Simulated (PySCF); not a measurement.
Two species compared at the same levels of theory.

First species: C₃H₄N₂.
InChI=1S/C3H4N2/c1-5-3-2-4/h3H,1H3/b5-3-

Second species: C3H4N2.
InChI=1S/C3H4N2/c1-3(5)2-4/h5H,1H3/b5-3-

Levels: wB97X-D/def2-SVPD for dipole moment, HOMO energy, LUMO energy, HOMO–LUMO gap, static isotropic polarisability and electronic spatial extent ⟨r²⟩ about the centre of nuclear charge; TDDFT wB97X-D/def2-SVPD for lowest singlet excitation; TDA wB97X-D/def2-SVPD for lowest triplet excitation (Tamm–Dancoff); ΔSCF wB97X-D/def2-SVPD for vertical ionisation energy; PBE0-D3(BJ)/def2-SVP for rotational constant A and rotational constant C. Geometries: PBE0-D3(BJ)/def2-SVP. Each species is one conformer at its optimised geometry, gas phase, non-relativistic unless stated. Electronic properties by PySCF.

Values for the first species:

* Dipole moment: 2.05 D
* HOMO energy: -10.29 eV
* LUMO energy: -0.35 eV
* HOMO–LUMO gap: 9.94 eV
* Lowest singlet excitation: 4.41 eV
* Lowest triplet excitation (Tamm–Dancoff): 3.62 eV
* Static isotropic polarisability: 49.0 au
* Vertical ionisation energy: 10.59 eV
* Electronic spatial extent ⟨r²⟩ about the centre of nuclear charge: 418 bohr²
* Rotational constant A: 13.091 GHz
* Rotational constant C: 2.907 GHz

Q: Estimate the same properties for the second species, and the change in each.

A: 
```
                                                         property       first     second  second less first
                                                    dipole moment      2.05 D     2.02 D            -0.03 D
                                                      HOMO energy   -10.29 eV  -10.76 eV           -0.47 eV
                                                      LUMO energy    -0.35 eV   -0.27 eV           +0.08 eV
                                                    HOMO–LUMO gap     9.94 eV   10.49 eV           +0.55 eV
                                        lowest singlet excitation     4.41 eV    4.94 eV           +0.53 eV
                         lowest triplet excitation (Tamm–Dancoff)     3.62 eV    4.14 eV           +0.52 eV
                                  static isotropic polarisability     49.0 au    48.2 au            -0.8 au
                                       vertical ionisation energy    10.59 eV   11.10 eV           +0.51 eV
electronic spatial extent ⟨r²⟩ about the centre of nuclear charge   418 bohr²  411 bohr²           -7 bohr²
                                            rotational constant A  13.091 GHz  9.866 GHz         -3.225 GHz
                                            rotational constant C   2.907 GHz  2.987 GHz         +0.080 GHz
```

On the first: No computed singlet falls in the visible range (750 to 380 nm, 1.65 to 3.26 eV); S1 lies 1.15 eV above its blue end. The vertical singlet–triplet gap S1 − T1 is 0.79 eV (TDDFT singlet less Tamm–Dancoff triplet; S1: HOMO→LUMO, weight 0.98; T1: HOMO→LUMO, weight 0.96).

On the second: The vertical singlet–triplet gap S1 − T1 is 0.80 eV (TDDFT singlet less Tamm–Dancoff triplet; S1: HOMO→LUMO, weight 0.98; T1: HOMO→LUMO, weight 0.96). S1 lies 5.55 eV below the HOMO–LUMO gap; its leading configuration is HOMO→LUMO, weight 0.98.
